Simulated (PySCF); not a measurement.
Compound: P2F4.
SMILES with atom numbers: `[F:1][P:2]([F:3])[P:4]([F:5])[F:6]`

A GFN2-xTB structure was refined with PBE0-D3(BJ)/def2-SVP geometry optimisation, gas phase in PySCF. Its GFN2-xTB values:

```tsv
coordinate	GFN2-xTB
F1–P2	1.600 Å
P2–P4	2.299 Å
F1–P2–F3	94.8°
F1–P2–P4	93.4°
P2–P4–F5	92.7°
```

Task: How do these coordinates change at the PBE0-D3(BJ)/def2-SVP level?

Result: 
```csv
coordinate,PBE0-D3(BJ)/def2-SVP (Å or °),change
P2–P4,2.275,-0.024
F1–P2,1.616,+0.016
F1–P2–F3,98.8,+4.0
P2–P4–F5,94.6,+1.9
F1–P2–P4,93.6,+0.2
```

The energy falls by 0.064 eV over 7 energy and gradient evaluations, the largest force component goes from 0.0159 to 3.0e-04 Eh/bohr, and the atoms move by 0.041 Å rms after alignment. The bond that changes most is P2–P4 (both ends three-coordinate phosphorus), which shortens by 0.024 Å. Bonds longer at the end by more than 0.005 Å: 3 of 5; shorter: 2. Rotational constants go from 3757, 1754, 1378 to 3605, 1789, 1363 MHz.

The run used 92 basis functions and 49 SCF cycles in all.

Not checked by PBE0-D3(BJ)/def2-SVP frequencies. One conformer, not necessarily the lowest.

Shape of the structure used: `[F:1][P:2]([F:3])[P:4]([F:5])[F:6]`: F1–P2–P4–F5 -179°.
